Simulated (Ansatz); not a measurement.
# Mg2H (doublet): from Hartree-Fock to the top rungs at angle Mg2–Mg1–H3 = 101.5°, cc-pVDZ

An exercise on one series of results from a longer session: the logs are not shown, and one member is left open.

The runs use Ansatz 0.2.0, Gaussian basis; cc-pVDZ, core rule «outside noble gas», up to 10 orbitals frozen.

To be run: UHF; CCSD(T) on ROHF; CCSD(T) on UHF; BCCD(T) on ROHF; CISD as a restricted active space (open shells left free, so some higher excitations enter); CCSDT(Q) on ROHF; CCSDT(Q) on UHF; CASSCF and MRCISD+Q, 3 electrons in 3 orbitals; CASSCF and NEVPT2, 3 electrons in 3 orbitals; Full CI.

22 further runs of the same task are left out: 12 for a known fault of the program, 8 that didn't finish, 2 set aside as unsound or not needed. Runs told in other sessions of the task aren't counted.

**The geometry**

The geometry derives from a PBE0/def2-TZVP stationary point (not a proven minimum). One angle is set to the value named; bond lengths are kept.

3 atoms, charge 0, spin multiplicity 2.

Atoms are counted from 1 here; the program's logs count them from 0.

Bond lengths: Mg1–H3 1.736 Å.

Set-up of the first run:

Contents of in.yaml:

```yaml
crystal:
  periodic: [false, false, false]
  atoms:
    - {symbol: Mg, position_ang: [-0.967037, 0.000000, 1.128981]}
    - {symbol: Mg, position_ang: [0.961595, 0.000000, -1.231547]}
    - {symbol: H, position_ang: [0.131247, 0.000000, 2.473214]}
basis:
  gaussian: {orbitals: cc-pVDZ}
magnetization: {spin_polarized: true, initial_magnetization: 1}
hamiltonian: {xc: hf}
output: {orbitals: {seedname: orbitals}}
```

The run is started by

```sh
$ ansatz run in.yaml --threads 1 --pin off --events-out ev --progress --plain --max-ram 2393MiB
```

Steps of the session up to this table: UHF; CCSD(T) on ROHF; CCSD(T) on UHF; BCCD(T) on ROHF; CISD as a restricted active space (open shells left free, so some higher excitations enter); CCSDT(Q) on ROHF; CCSDT(Q) on UHF; CASSCF and MRCISD+Q, 3 electrons in 3 orbitals; CASSCF and NEVPT2, 3 electrons in 3 orbitals; Full CI.

One of the session's tables, all rows but one given; the rest of the session is left out.

| method | from FCI (meV) |
| --- | --- |
| ROHF | +2146.6 |
| UHF | +2019.5 |
| RMP2 | +675.0 |
| UMP2 | +716.9 |
| CISD | +159.7 |
| RCCSD | +65.2 |
| UCCSD | +61.0 |
| RCCSD(T) | +21.4 |
| UCCSD(T) | +21.4 |
| BCCD(T) | +20.5 |
| RCCSDT | +1.7 |
| UCCSDT | +1.5 |
| RCCSDT(Q) | +0.5 |
| UCCSDT(Q) | +0.1 |
| CASSCF pair | +1724.7 |
| MRCISD pair | ? |
| MRCISD+Q pair | -51.7 |
| FCI | 0 |

Estimate the missing values for MRCISD pair.

The run gave: from FCI (meV): +111.8. In the column «from FCI (meV)» it lies between RCCSD (+65.2) and CISD (+159.7).

Left out of the table: NEVPT2 pair (the active space lost an orbital or holds another state than full CI finds).

To keep in mind: MRCISD+Q pair falls below full CI: the +Q correction isn't variational, and the cores differ from full CI's. Levels on UHF freeze UHF's core orbitals, full CI those of ROHF, so the U rows can settle a little off it for that reason alone. Restricted and unrestricted rows rest on different reference determinants; a gap between their highest levels can come from leftover correlation error, from unlike frozen cores or from another state. Warnings in the runs' records: passed over end.
